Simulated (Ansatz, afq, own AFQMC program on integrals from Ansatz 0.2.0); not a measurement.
**C2H2, singlet in cc-pVDZ, levels against CCSDT(Q)**

```xyz
4

C     0.0000    0.0000    0.5528
C     0.0000    0.0000   -0.7378
H     0.0000   -0.9396    1.1020
H     0.0000    0.9396    1.1020
```

Connectivity, by distances: CH2–C.

Basis cc-pVDZ. Noble-gas cores (and the filled d shells of Ga–Kr and In–Xe) are frozen. Integrals, coupled cluster, full CI and functionals: Ansatz 0.2.0; the random walks run on the same integrals in our own AFQMC program. ph-AFQMC/CISD is guided by a CISD state made of CCSD amplitudes; releasing the constraint for a short imaginary time cuts its bias at the price of noise, slowly where states lie close. Error bars are statistical, one sigma.

Determinant: RHF, the one that the program's search chose, which needn't be the lowest solution. The geometry is a point of a scan.

No full CI on the walks' own integrals is used here; CCSDT(Q) serves as the reference and is uncertain by about the last step of the cluster series.

Cautions: restricted determinant unstable towards unrestricted (UHF 17 meV lower, ⟨S²⟩ 0.15).

The T1 diagnostic is 0.0161. The weight of the determinant in the CISD state is 0.880 and the size of the correlated space is 10 electrons in 36 orbitals.

Reference: CCSDT(Q), correlation energy -7.387 eV. The released energy is read at 2.40 1/Eh (meV from the phaseless value at times in 1/Eh: -3 ± 11 at 0.24, -18 ± 11 at 0.51, -22 ± 13 at 0.99, 5 ± 14 at 1.62, -7 ± 17 at 2.40).

```json
{"level": "HF", "E − E(reference) (meV)": "7386.8", "share of correlation (%)": "0.00"}
{"level": "MP2", "E − E(reference) (meV)": "1146.6", "share of correlation (%)": "84.48"}
{"level": "CCSD", "E − E(reference) (meV)": "297.2", "share of correlation (%)": "95.98"}
{"level": "CCSD(T)", "E − E(reference) (meV)": "42.3", "share of correlation (%)": "99.43"}
{"level": "CCSDT", "E − E(reference) (meV)": "17.1", "share of correlation (%)": "99.77"}
{"level": "ph-AFQMC/HF", "E − E(reference) (meV)": "-122.9 ± 68.9", "share of correlation (%)": "101.66"}
{"level": "ph-AFQMC/CISD", "E − E(reference) (meV)": "12.3 ± 12.2", "share of correlation (%)": "99.83"}
{"level": "released AFQMC", "E − E(reference) (meV)": "5.6 ± 17.0", "share of correlation (%)": "99.92"}
```

A walk keeps the symmetry of its determinant, which the program's search chose and which needn't be the lowest solution, so a lower state of the same spin and another symmetry isn't excluded. Released energies are given only where the last usable release times agree within the noise; a slower fall can still hide under it.
